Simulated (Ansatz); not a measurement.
The input, for Ansatz 0.2.0:

```yaml
crystal:
  periodic: [false, false, false]
  atoms:
    - {symbol: Al, position_ang: [0.000000, 0.000000, 1.617200]}
    - {symbol: C, position_ang: [0.000000, 0.000000, -0.229400]}
    - {symbol: O, position_ang: [0.000000, 0.000000, -1.387800]}
basis:
  gaussian: {orbitals: cc-pVDZ, fitting: {mean_field: def2-universal-jkfit}}
total_charge: 1
magnetization: {spin_polarized: true, initial_magnetization: 4}
correlation: {method: ccsd_t, electrons: valence}
```

```sh
$ ansatz run in.yaml --threads 1 --pin off --events-out ev --progress --plain --max-ram 2393MiB
```

Problem. Roughly how long does this take on 1 thread of Arm Neoverse V2, shared host, and how much host memory?

Solution. 6 s wall and 0.15 GiB.

```
280 factors; integrals over basis functions are off by at most 8.9e-2 eV
mean field evaluation 1: about -9627.5596 eV, gradient 3.3e1 eV
mean field evaluation 2: about -9629.8758 eV, gradient 3.1e1 eV
mean field evaluation 4: about -9634.2222 eV, gradient 2.6e0 eV
mean field evaluation 8: about -9634.5181 eV, gradient 5.1e-1 eV
mean field evaluation 16: about -9634.7585 eV, gradient 1.8e0 eV
mean field evaluation 32: about -9634.4395 eV, gradient 9.9e-1 eV
mean field evaluation 64: about -9633.9888 eV, gradient 3.9e0 eV
mean field evaluation 96: about -9635.5172 eV, gradient 3.6e0 eV
mean field evaluation 128: about -9636.8538 eV, gradient 3.3e0 eV
mean field evaluation 160: about -9634.9379 eV, gradient 1.1e1 eV
...
mean field evaluation 864: about -9635.5268 eV, gradient 5.7e0 eV
mean field -9637.21149219 eV, -354.1609900013 hartree, gradient 9.3e-7 eV, S^2 6.016793; 14 other end points of the search recorded, 0 dependent functions left out
determinant -9637.21149219 eV, -354.1609900013 hartree, with singles and doubles -9644.43072365 eV, -354.4262918641 hartree
determinant -9634.66563338 eV, -354.0674314159 hartree, with singles and doubles -9641.52385950 eV, -354.3194665772 hartree
determinant -9634.52945659 eV, -354.0624270111 hartree, with singles and doubles -9642.70860840 eV, -354.3630052962 hartree
determinant -9634.09437245 eV, -354.0464379639 hartree, with singles and doubles -9642.74998030 eV, -354.3645256854 hartree
determinant -9633.78973188 eV, -354.0352426295 hartree, with singles and doubles -9640.58362694 eV, -354.2849136676 hartree
7 core orbitals not correlated: weight in the atoms' cores, before any rotation towards them, 1.000 or more for the frozen orbitals, at most 0.000 for the correlated occupied ones
reference -9637.21149219 eV, -354.1609900013 hartree; 8, 4 occupied and 31, 35 virtual orbitals, 280 factors
second order -6.44250225 eV of doubles, -0.00000000 eV of singles
cycle   1  -7.22052613 eV  change   -1.3e-3 eV  update   1.8e-3
cycle   2  -7.22113933 eV  change   -6.1e-4 eV  update   1.3e-3
cycle   3  -7.22151803 eV  change   -3.8e-4 eV  update   8.1e-4
cycle   4  -7.22150931 eV  change    8.7e-6 eV  update   2.5e-4
cycle   5  -7.22186828 eV  change   -3.6e-4 eV  update   1.1e-4
cycle   6  -7.22205623 eV  change   -1.9e-4 eV  update   5.4e-5
cycle   7  -7.22202701 eV  change    2.9e-5 eV  update   2.7e-5
cycle   8  -7.22199745 eV  change    3.0e-5 eV  update   1.2e-5
cycle   9  -7.22199417 eV  change    3.3e-6 eV  update   4.4e-6
perturbative correction -0.21366837 eV, -0.0078521679 hartree
Total energy: -9644.64715473 eV, -354.4342455596 hartree
```
